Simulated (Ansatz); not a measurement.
# MoBr: from a trial structure to a relaxed crystal

Computed with DFT PBE, scalar-relativistic, plane waves, PAW (Ansatz 0.2.0). Cutoff 420 eV, Γ-centred k mesh, Gaussian smearing, collinear spin, first started from parallel moments.

MoBr was placed on the NaTl (B32) structure type (Fd-3m, No. 227), with Mo in place of Na, Br in place of Tl, at a guessed volume.

```xyz
4
Lattice="0.0000 3.6268 3.6268 3.6268 0.0000 3.6268 3.6268 3.6268 0.0000" Properties=species:S:1:pos:R:3 pbc="T T T"
Mo    3.6268    3.6268    3.6268
Mo    5.4402    5.4402    5.4402
Br    0.0000    0.0000    0.0000
Br    1.8134    1.8134    1.8134
```

Cell and atoms relax at zero pressure; the relaxation can't lower the symmetry of the start. After a coarse first stage the cell is made exact in the group found at 0.06 Å.

Formation energies are uncorrected and refer to the elements' standard structures at the same level.

**Question.** What does it relax into?

**Answer.** It keeps Fd-3m (No. 227). The result has the NaTl (B32) structure. Conventional cell: a = 6.667 Å. Around Mo lie 4 Br at 2.89 Å, 4 Mo at 2.89 Å and 6 Br at 3.33 Å; Br is coordinated by 4 Br at 2.89 Å, 4 Mo at 2.89 Å and 6 Mo at 3.33 Å.

```cif
data_structure
_symmetry_space_group_name_H-M 'Fd-3m:1'
_symmetry_Int_Tables_number 227
_cell_length_a 6.6671
_cell_length_b 6.6671
_cell_length_c 6.6671
_cell_angle_alpha 90.000
_cell_angle_beta 90.000
_cell_angle_gamma 90.000
_cell_volume 296.36
loop_
_atom_site_label
_atom_site_type_symbol
_atom_site_symmetry_multiplicity
_atom_site_Wyckoff_symbol
_atom_site_fract_x
_atom_site_fract_y
_atom_site_fract_z
_atom_site_occupancy
Mo1 Mo 8 a 0.50000 0.00000 0.50000 1
Br1 Br 8 b 0.00000 0.00000 0.50000 1
```

**Question.** What are its volume, energy, gap and moment?

**Answer.** The volume per atom is 18.52 Å³ and the density is 7.88 g/cm³. The energy over the elements is 1.24 eV/atom, the gap on the 12×12×12 mesh is 0 eV (a metal) and the net moment per atom is 0.15 μB. The largest site moment is 0.21 μB.

The final run used a 12×12×12 mesh on its 4-atom cell and 0.10 eV smearing. For metals, differences of a few meV/atom aren't resolved. A structure relaxed within its symmetry needn't be a true minimum. The steps took roughly 110 core-seconds in all.

Cost: 3 runs of about 1.9 core-minutes in all, on Arm Neoverse V2 (shared hosts).